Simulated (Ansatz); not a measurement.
# H5OPSi: one species, many methods

The task here is to estimate one member of a computed series from the others.

Program: Ansatz 0.2.0, Gaussian basis. Level of theory: functionals in def2-TZVPP, the program's frozen cores in correlated methods. These are calculated values, not measurements.

Plan: LDA (SPW92), PBE-D4, revPBE-D4, BLYP-D4, r2SCAN-D4, B97M-V, PBE0-D4, B3LYP-D4, r2SCANh-D4, r2SCAN0-D4, HSE06-D4, BHLYP-D4, CAM-B3LYP-D4, LC-ωPBE, ωB97X-V, ωB97M-V, B2PLYP, PBE-QIDH; CCSD(T)/def2-SVP; CCSD(T)/def2-TZVPP; MP2/def2-QZVPP; extrapolation to the limit; RPA on PBE.

## The geometry

All runs share one geometry, relaxed beforehand with PBE0-D4 in a triple-zeta def2 set.

SMILES `OP[SiH3]`, 8 atoms, charge 0, spin multiplicity 1.

Atoms are counted from 1 here; the program's logs count them from 0.

Bond lengths: O1–P2 1.666 Å, O1–H4 0.960 Å, P2–Si3 2.260 Å, P2–H5 1.427 Å, Si3–H6 1.489 Å, Si3–H7 1.487 Å, Si3–H8 1.486 Å. Angles: P2–O1–H4 109.1°, O1–P2–Si3 99.0°, O1–P2–H5 99.5°, Si3–P2–H5 92.7°, P2–Si3–H6 106.5°, P2–Si3–H7 112.7°, P2–Si3–H8 109.2°, H6–Si3–H7 109.8°, H6–Si3–H8 109.3°, H7–Si3–H8 109.3°.

Coordinates:

```csv
atom,x (Å),y (Å),z (Å)
O1,-1.1256,0.2750,-1.4853
P2,-0.4528,1.0990,-0.2030
Si3,0.5561,-0.6327,0.8419
H4,-1.9808,0.6593,-1.6924
H5,0.7644,1.5290,-0.8106
H6,1.5034,-0.0386,1.8243
H7,1.2941,-1.5176,-0.0973
H8,-0.4668,-1.4306,1.5665
```

Set-up of the first run:

File in.yaml:

```yaml
crystal:
  periodic: [false, false, false]
  atoms:
    - {symbol: O, position_ang: [-1.125599, 0.275021, -1.485269]}
    - {symbol: P, position_ang: [-0.452817, 1.099005, -0.203017]}
    - {symbol: Si, position_ang: [0.556089, -0.632694, 0.841879]}
    - {symbol: H, position_ang: [-1.980824, 0.659263, -1.692425]}
    - {symbol: H, position_ang: [0.764430, 1.528986, -0.810590]}
    - {symbol: H, position_ang: [1.503427, -0.038575, 1.824349]}
    - {symbol: H, position_ang: [1.294056, -1.517585, -0.097310]}
    - {symbol: H, position_ang: [-0.466761, -1.430621, 1.566484]}
basis:
  gaussian: {orbitals: def2-TZVPP}
hamiltonian: {xc: lda}
output: {orbitals: {seedname: orbitals}}
```

On the command line:

```sh
> ansatz run in.yaml --threads 2 --pin off --events-out ev --progress --plain --max-ram 4352MiB
```

Among the steps run: LDA; PBE-D4 (GGA); revPBE-D4 (GGA); BLYP-D4 (GGA); r2SCAN-D4 (meta-GGA); B97M-V (meta-GGA); B3LYP-D4 (hybrid); r2SCANh-D4 (hybrid); r2SCAN0-D4 (hybrid); HSE06-D4 (hybrid); BHLYP-D4 (hybrid); CAM-B3LYP-D4 (range-separated); LC-ωPBE (range-separated); ωB97X-V (range-separated); ωB97M-V (range-separated); B2PLYP (double hybrid); PBE-QIDH (double hybrid).

One table of the session follows, with a row left open; its other results are not shown here.

It belongs to the step «Orbital energies across the functionals». 

| functional | HOMO (eV) | gap (eV) |
| --- | --- | --- |
| LDA (SPW92) | -6.00 | 4.24 |
| PBE-D4 | -5.91 | 4.34 |
| revPBE-D4 | -5.86 | 4.39 |
| BLYP-D4 | -5.77 | 4.33 |
| r2SCAN-D4 | -6.13 | 4.86 |
| B97M-V | -6.28 | 4.89 |
| PBE0-D4 | -7.05 | 6.41 |
| B3LYP-D4 | -6.84 | 5.98 |
| r2SCANh-D4 | -6.55 | 5.61 |
| r2SCAN0-D4 | ? | ? |
| HSE06-D4 | -6.65 | 5.63 |
| BHLYP-D4 | -8.08 | 8.39 |
| CAM-B3LYP-D4 | -8.34 | 8.75 |
| LC-ωPBE | -9.67 | 11.28 |
| ωB97X-V | -9.33 | 10.80 |
| ωB97M-V | -9.17 | 10.37 |

**Question.** Estimate the row for r2SCAN0-D4.

Worked estimate for «HOMO (eV)». Against the share of exact exchange, r2SCAN-D4 (0, -6.13), r2SCANh-D4 (0.1, -6.55) give a slope of -4.20 per unit share; at 0.25 the line stands at -7.18.

The run gave: HOMO (eV): -7.19; gap (eV): 6.72. In «HOMO (eV)» the line misses by +0.01.
